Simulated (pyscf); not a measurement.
SnH₄ + H• -> SnH₄ + H• (substitution at Sn; doublet surface; H–Sn broken, H–Sn formed). Single points on ωB97X-D3(BJ)/def2-SVP structures (PySCF, gas phase). MP2 and CC: frozen core, UHF for open shells. ΔMP2 is the change of the MP2 total energy from the triple- to the quadruple-zeta basis. Energies in kcal/mol from the separated reactants.

```
level                                barrier  reaction energy
--------------------------------  ----------  ---------------
ωB97X-D3(BJ)/def2-TZVP            (withheld)              0.0
PBE/def2-TZVP                            2.4              0.0
B3LYP-D3(BJ)/def2-TZVP                   4.1              0.0
M06-2X/def2-TZVP                        10.5              0.0
ωB97M-D3(BJ)/def2-TZVP                  10.6              0.0
CCSD/def2-TZVPP                         12.2              0.0
CCSD(T)/def2-TZVPP + ΔMP2(QZVPP)  (withheld)              0.0
```

What belongs in the gaps?


- ωB97X-D3(BJ)/def2-TZVP, barrier: 11.2
- CCSD(T)/def2-TZVPP + ΔMP2(QZVPP), barrier: 9.5

Abstraction by the radical was not located in this set and often lies lower. One saddle was located; it need not be the lowest between these sides. The angle at the attacked Sn is 180°. The CCSD(T) − MP2 part came from Ansatz, without density fitting, on the same reference. The frozen core leaves the outer d or s,p core shells of the metals and heavy elements correlated in the MP2 and CC values, and def2-TZVPP describes them poorly, which can shift differences by a few kcal/mol. Elements past Kr carry the def2 core potentials, without spin-orbit coupling.
